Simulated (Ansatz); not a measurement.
C3H6, SMILES `C1CC1` (charge 0, multiplicity 1).

Cartesian coordinates (Å):
SMILES: C1CC1
```xyz
9

C      0.8543     0.0375     0.1253
C     -0.4794     0.7153     0.0740
C     -0.3749    -0.7528    -0.1992
H      1.3128    -0.1103     1.0951
H      1.5570     0.2364    -0.6742
H     -0.9274     1.0281     1.0088
H     -0.6832     1.3747    -0.7604
H     -0.5075    -1.0911    -1.2193
H     -0.7518    -1.4377     0.5500
```
Charge 0, spin multiplicity 1.

Frozen-core energies in 6-31g from Ansatz (a first-principles code) at a geometry from PBE0-D3(BJ)/def2-TZVP; the HF reference has <S^2> = 0.00 and the T1 diagnostic is 0.005.

```tsv
level	energy (Ha)
HF	-117.00743
MP2	-117.27731
CCSD	-117.31257
```

Problem. Estimate the energies of CCSD(T), CCSDT, CCSDT(Q) and CCSDTQ, and give each level's difference from CCSDTQ.

Solution. 
```csv
level,energy (Ha),difference from CCSDTQ (mHa)
MP2,-117.27731,43.20
CCSD,-117.31257,7.94
CCSD(T),-117.31959,0.93
CCSDT,-117.32005,0.46
CCSDT(Q),-117.32055,-0.03
CCSDTQ,-117.32052,0.00
```
